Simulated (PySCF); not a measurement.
Working out the ionisation energy of Ne

Ne [Ne] (1S) → Ne⁺ [He] 2s2 2p5 (2P). All numbers are calculated (PySCF 2.14, the spin-free X2C one-electron Hamiltonian (Gaussian nucleus), in aug-cc-pVDZ-DK (4s3p2d, 23 functions)). Frozen: 1s2. Energies in hartree (1 hartree = 27.21139 eV):

```csv
part,Ne (lower),Ne⁺ (upper)
UHF,-128.632777,-127.904092
MP2 opposite-spin,-0.150272,-0.106576
MP2 same-spin,-0.056816,-0.035662
```

Task: What does Hartree-Fock give?

Result: (-127.904092) − (-128.632777) = 0.728685 hartree = 19.829 eV.

Task: What do MP2 and SCS-MP2 (6/5 opposite-spin, 1/3 same-spin) give?

Result: The opposite-spin parts differ by 1.189 eV and the same-spin parts by 0.576 eV. MP2: 19.829 + (1.189) + (0.576) = 21.594 eV. SCS-MP2: 19.829 + 1.2 × (1.189) + (0.576)/3 = 21.448 eV.

Measured between the centres of the two terms (NIST): 21.597 eV, so MP2 (valence) is off by -0.003 eV.

A double-zeta basis recovers only part of the correlation energy.

What remains against the reference includes basis incompleteness, the frozen core and correlation beyond second order.
